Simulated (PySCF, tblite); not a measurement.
Breaking a bond: H2O, SMILES O. The O1–H3 bond (O1 also carries H; H3 carries nothing else) is stretched with both fragments frozen at the PBE0/def2-TZVP optimised geometry.

- RMP2 = PySCF with MP2 on RHF/6-31G, 1 core orbital frozen
- UHF/6-31G (PySCF)
- UMP2 = MP2 on UHF/6-31G, 1 core orbital frozen run with PySCF 2.14.0
- GFN2-xTB, 300 K electronic temperature (tblite)
- RKS-CAM-B3LYP = restricted CAM-B3LYP/6-31G in PySCF

Energies are in kcal/mol, each relative to the lowest point of its own curve near equilibrium.

```tsv
R / Å	RMP2	UHF	UMP2	GFN2-xTB	RKS-CAM-B3LYP
0.71	80.1	72.6	80.1	71.2	78.8
0.77	40.4	34.8	40.4	33.6	39.7
0.81	23.5	19.1	23.5	18.5	23.0
0.86	10.1	7.1	10.1	7.1	9.7
0.90	3.9	2.1	3.9	2.3	3.7
0.92	1.9	0.8	1.9	1.0	1.8
0.96	0.0	0.0	0.0	0.0	0.0
1.00	0.1	1.2	0.1	0.8	0.2
1.01	0.3	1.8	0.3	1.2	0.5
1.05	2.3	4.8	2.3	3.4	2.5
1.11	7.0	11.2	7.0	8.3	7.3
1.18	14.4	20.5	14.4	15.5	14.9
1.28	26.7	35.6	26.7	27.1	27.6
1.45	48.7	58.2	62.4	48.1	50.6
1.60	66.8	67.6	82.0	65.9	70.1
1.72	79.8	71.5	90.2	78.8	84.6
1.92	98.0	74.6	96.8	97.4	106.2
2.10	110.5	75.8	99.5	110.7	122.7
2.35	121.9	76.5	101.1	124.7	141.6
2.59	127.0	76.8	101.7	134.0	155.9
2.89	126.4	76.9	102.0	141.4	169.7
3.34	114.4	77.0	102.2	146.9	184.1
```

At the longest distance, 3.34 Å, RKS-CAM-B3LYP lies highest above its minimum (184.1 kcal/mol) and UHF lowest (77.0 kcal/mol).

The RMP2 curve passes through a maximum at 2.59 Å and then falls by 12.6 kcal/mol up to the last usable point.

The restricted form behind RMP2, RKS-CAM-B3LYP keeps the bonding electrons paired and can't separate into open-shell fragments. The T1 diagnostic of CCSD on the restricted reference of RMP2 exceeds 0.045 at 3.34 Å. The unrestricted determinant behind UHF, UMP2 is spin-contaminated at 1.45 to 3.34 Å (<S²> up to 1.0, against 0.00 for a pure singlet). At the longest distance RKS-CAM-B3LYP leaves fractional charges on the fragments, a sign of delocalisation error or of the restricted form.
